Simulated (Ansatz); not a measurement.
# NH3O (triplet): from Hartree-Fock to the top rungs at distance N1–H4 along a hydrogen transfer = 1.173 Å, cc-pVDZ

Aim: climb from Hartree-Fock through coupled cluster and multireference methods for NH3O (triplet) at one geometry and basis, and see what each rung misses.

Method: cc-pVDZ, core rule «outside noble gas», up to 2 orbitals frozen; program: Ansatz 0.2.0, Gaussian basis.

Plan: UHF; CCSD(T) on ROHF; CCSD(T) on UHF; BCCD(T) on ROHF; CISD; CCSDT(Q) on ROHF; CCSDT(Q) on UHF; CASSCF and MRCISD+Q, 4 electrons in 4 orbitals; CASSCF and NEVPT2, 4 electrons in 4 orbitals; CASSCF and NEVPT2, 14 electrons in 11 orbitals.

2 further runs of the same task are left out: 2 that didn't finish.

## Step 1: The system

The geometry derives from fragments relaxed apart (PBE0/def2-TZVP) and kept rigid, so it is no stationary point. A hydrogen atom is moved between rigid fragments.

5 atoms, charge 0, spin multiplicity 3.

Atoms are counted from 1 here; the program's logs count them from 0.

Bond lengths: N1–H2 1.012 Å, N1–H3 1.012 Å, N1–H4 1.173 Å. Angles: H2–N1–H3 107.1°, H2–N1–H4 107.1°, H3–N1–H4 107.1°.

## Step 2: UHF

in.yaml

```yaml
crystal:
  periodic: [false, false, false]
  atoms:
    - {symbol: N, position_ang: [-1.259146, -0.017258, -0.026862]}
    - {symbol: H, position_ang: [-1.556426, 0.950575, -0.026861]}
    - {symbol: H, position_ang: [-1.556425, -0.419557, 0.853398]}
    - {symbol: H, position_ang: [-0.086146, -0.017258, -0.026862]}
    - {symbol: O, position_ang: [1.303854, -0.017257, -0.026862]}
basis:
  gaussian: {orbitals: cc-pVDZ}
magnetization: {spin_polarized: true, initial_magnetization: 2}
hamiltonian: {xc: hf}
output: {orbitals: {seedname: orbitals}}
```

Run with:

```console
$ ansatz run in.yaml --threads 1 --pin off --events-out ev --progress --plain --max-ram 2393MiB
```

The runs that follow: CCSD(T) on ROHF; CCSD(T) on UHF; BCCD(T) on ROHF; CISD; CCSDT(Q) on ROHF; CCSDT(Q) on UHF; CASSCF and MRCISD+Q, 4 electrons in 4 orbitals; CASSCF and NEVPT2, 4 electrons in 4 orbitals; CASSCF and NEVPT2, 14 electrons in 11 orbitals.

Q: Predict the results of all the runs planned. Wanted: UCCSDT(Q) below the RHF energy; RMP2 from UCCSDT(Q); UMP2 from UCCSDT(Q); RCCSD from UCCSDT(Q); RCCSD(T) from UCCSDT(Q); UCCSD(T) from UCCSDT(Q); RCCSDT(Q) from UCCSDT(Q); NEVPT2 pair from UCCSDT(Q); MRCISD+Q pair from UCCSDT(Q).

As calculated:

| quantity | value |
| --- | --- |
| UCCSDT(Q) below the RHF energy | -9.6145 eV |
| RMP2 from UCCSDT(Q) | +27.07 kcal/mol |
| UMP2 from UCCSDT(Q) | +26.25 kcal/mol |
| RCCSD from UCCSDT(Q) | +5.16 kcal/mol |
| RCCSD(T) from UCCSDT(Q) | +0.91 kcal/mol |
| UCCSD(T) from UCCSDT(Q) | +0.85 kcal/mol |
| RCCSDT(Q) from UCCSDT(Q) | +0.04 kcal/mol |
| NEVPT2 pair from UCCSDT(Q) | +24.53 kcal/mol |
| MRCISD+Q pair from UCCSDT(Q) | +3.40 kcal/mol |
| NEVPT2 valence from UCCSDT(Q) | +31.87 kcal/mol |
| levels within 1 kcal/mol (43 meV) | RCCSD(T), UCCSD(T), BCCD(T), RCCSDT, UCCSDT, RCCSDT(Q) |
| T1 diagnostic | 0.039 |
| effectively unpaired electrons | 2.02 |

RCCSD(T) lands +0.91 kcal/mol from the yardstick (0.4 % of the correlation energy). One determinant dominates. Of the multireference levels listed MRCISD+Q pair comes nearest in total energy (+3.40 kcal/mol), which doesn't show that its space is the better one. These misses are within one basis, not against nature; the frozen cores of restricted and unrestricted runs differ, which can shift their rows.
